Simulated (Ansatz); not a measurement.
Consider the atomization: `COC(O)C=N` → 3 C• + 7 H• + N• + 2 O•.

Gas-phase electronic energies from Ansatz, PBE0-D4/def2-TZVP geometries. CBS: MP2 limit from def2 TZ/QZ plus the TZ coupled-cluster correction, frozen cores. This one scheme is used for every species, atoms too. Functionals use def2-TZVPP. No spin–orbit coupling; open shells (•) take unrestricted orbitals. Spin–orbit coupling would lower the free atoms: a little for C, O. One conformer a species, not always the lowest.

(1) What is ΔE at CCSD(T)/CBS? (Estimate.)

(2) What do these levels give: PBE-D4, ωB97M-V, B2PLYP, CCSD/def2-TZVPP, HF/CBS(def2), CCSD/CBS(def2)? (Estimate.)

Largest T1 diagnostic among the species: 0.012.

Results:

(1) Computed: +1230.0 kcal/mol.

(2) Computed: PBE-D4 1270.6, ωB97M-V 1235.2, B2PLYP 1218.0, CCSD/def2-TZVPP 1173.1, HF/CBS(def2) 846.1, CCSD/CBS(def2) 1207.6 kcal/mol.

In def2-TZVPP, CCSD(T) changes the Hartree–Fock value by +351.3 kcal/mol (the triples alone add +22.4 kcal/mol) and MP2 by +377.4 kcal/mol; breaking electron pairs costs correlation energy, which Hartree–Fock lacks. The D4 term adds +8.6 kcal/mol with B3LYP and +4.5 kcal/mol with PBE0; it sums over pairs of atoms, weighted by their polarisabilities, and B3LYP, whose exchange is more repulsive, gets the larger term.

B3LYP here is the variant with VWN-RPA as its local correlation; programs differ in this.

For atomizations the MP2-based limit and the directly extrapolated one differ by several kJ/mol either way, and by 10 to 25 for some Ge, Se and Sn compounds, so smaller differences from it don't rank the levels.
